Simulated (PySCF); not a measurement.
# Energy profile

The step: BH₃O ([BH2][OH]) + SiH₄ → BSiH₅ ([BH2][SiH3]) + H₂O (still joined by a long B–O bond); bonds formed: B1–Si6, O2–H5; bonds broken: H5–Si6; bonds weakened to dative contacts: B1–O2 (atoms numbered as in the saddle structure below).

| atom | x (Å) | y (Å) | z (Å) |
| --- | --- | --- | --- |
| B1 | -0.5192 | 0.0608 | -0.8037 |
| O2 | 0.1396 | 1.4618 | -1.1422 |
| H3 | -0.1223 | -0.8280 | -1.5050 |
| H4 | -1.6948 | 0.1713 | -0.6071 |
| H5 | 0.3943 | 0.8427 | -0.1030 |
| Si6 | 0.1730 | -0.5599 | 1.1499 |
| H7 | 0.8735 | 1.3155 | -1.7480 |
| H8 | 1.6178 | -0.8868 | 1.3199 |
| H9 | -0.6026 | -1.8266 | 1.1171 |
| H10 | -0.2593 | 0.2492 | 2.3221 |

Electronic energies by CCSD(T) at an estimated basis limit (MP2 extrapolated from triple and quadruple zeta, plus CCSD(T) − MP2 in triple zeta), on PBE0-D4/def2-TZVP structures; BSiH₇O, singlet; no counterpoise correction. PySCF 2.14 with density fitting (its default auxiliary sets; JK sets also for MP2 and CCSD(T)); basis: def2-TZVPP and def2-QZVPP; cores frozen in the correlated methods. Extrapolation: Hartree–Fock as exp(−7.88 √X), correlation as X^−2.97.

Problem. Give the profile in eV, counted from the separated reactants. (An estimate is asked for; the value comes from the calculation.)

Solution. By the calculation:
```json
{"point": "separated: BH₃O (linked as [BH2][OH]; B1, O2, H3, H4, H7; singlet) + SiH₄ (H5, Si6, H8, H9, H10; singlet)", "eV": "0.000"}
{"point": "start structure", "eV": "-0.040"}
{"point": "saddle", "eV": "2.103"}
{"point": "end structure", "eV": "0.988"}
{"point": "separated: BSiH₅ (linked as [BH2][SiH3]; B1, H3, H4, Si6, H8, H9, H10; singlet) + H₂O (O2, H5, H7; singlet)", "eV": "1.683"}
```

No T1 diagnostic of these runs exceeds 0.014. The start structure is not quite a true minimum (one mode of 42i cm⁻¹).

For scale, one of the runs: CCSD(T)/def2-TZVPP, 202 basis functions, launched by `OMP_NUM_THREADS=4 python run.py`. The run took 7.9 min on 4 CPU threads of an Arm Neoverse N1 (shared host), with 2.3 GiB of host memory at its peak.
